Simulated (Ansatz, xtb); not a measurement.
**How methods differ on BNH4 (SMILES BN)**

BNH4 has 6 atoms, charge 0, and is taken as a singlet. SMILES: `BN`. Geometry: relaxed at PBE0-D4/def2-TZVP. The run starts from this shape.

Each level gives the adiabatic ionisation energy (to the doublet cation, no zero-point term) (eV). The values are calculated.

```
                             level                   kind  program  value (eV)  CPU time (all runs)
                          GFN1-xTB         semi-empirical      xtb       15.43            under 2 s
                         HF/STO-3G           Hartree–Fock   Ansatz        7.30                5.6 s
                          HF/3-21G           Hartree–Fock   Ansatz        8.98                6.3 s
   HF/6-31G* (Cartesian functions)           Hartree–Fock   Ansatz        9.02                 11 s
                      PBE/def2-SVP                    GGA   Ansatz       10.27                 19 s
B3LYP/6-31G* (Cartesian functions)          global hybrid   Ansatz       10.30                 17 s
  MP2/6-31G* (Cartesian functions)    perturbation theory   Ansatz       10.26                 12 s
                      CCSD/cc-pVDZ  coupled cluster or CI   Ansatz       10.24              5.7 min
```

The values span 7.30 to 15.43 eV. The xTB values lack the empirical shift that such differences need. Without the sets that lack polarisation functions the rows with a basis span only 9.02 to 10.30 eV. CPU times are rough (shared hosts, several kinds of processor): they show what a rung costs within a factor of a few.
